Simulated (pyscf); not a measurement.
Single points on ωB97X-D3(BJ)/def2-SVP structures (PySCF, gas phase). Correlated levels are frozen-core, on RHF or UHF. ΔMP2 is the change of the MP2 total energy from the triple- to the quadruple-zeta basis.

SMILES: P[SiH]=P
```xyz
7

P      1.1419    -0.6750    -0.4410
Si    -0.7710    -1.1841    -0.9940
P     -2.4138     0.3022    -1.2657
H      1.4893    -2.0594    -0.3708
H     -1.2809    -2.5736    -1.1647
H     -2.6089    -0.0119    -2.6419
H     -1.5211     1.3837    -1.5041
```

**Question.** How much does it cost (ΔH, 298 K, CCSD(T)/def2-TZVPP + ΔMP2(QZVPP)) to split `[PH]=[SiH][PH2]` at its P–Si bond into [HSi=PH]• + PH₂•?

**Answer.** P–Si to [HSi=PH]• + PH₂•: 2.90 eV. The radicals are drawn with the spin at the cut bond; how far it spreads was not checked. HP=SiH–PH₂ lies 0.69 eV over its isomer cyclic H₄P₂Si (SMILES [SiH2]1PP1), and others may lie lower still (electronic energy, ωB97M-D3(BJ)). [HSi=PH]• lies 0.23 eV over its isomer H₂Si=P•, and others may lie lower still (electronic energy, ωB97M-D3(BJ)). The CCSD(T) − MP2 part came from Ansatz, without density fitting, on the same reference. An open-shell T1 diagnostic exceeds 0.045. A UHF reference is spin-contaminated (<S²> up to 1.15), which harms MP2 most.
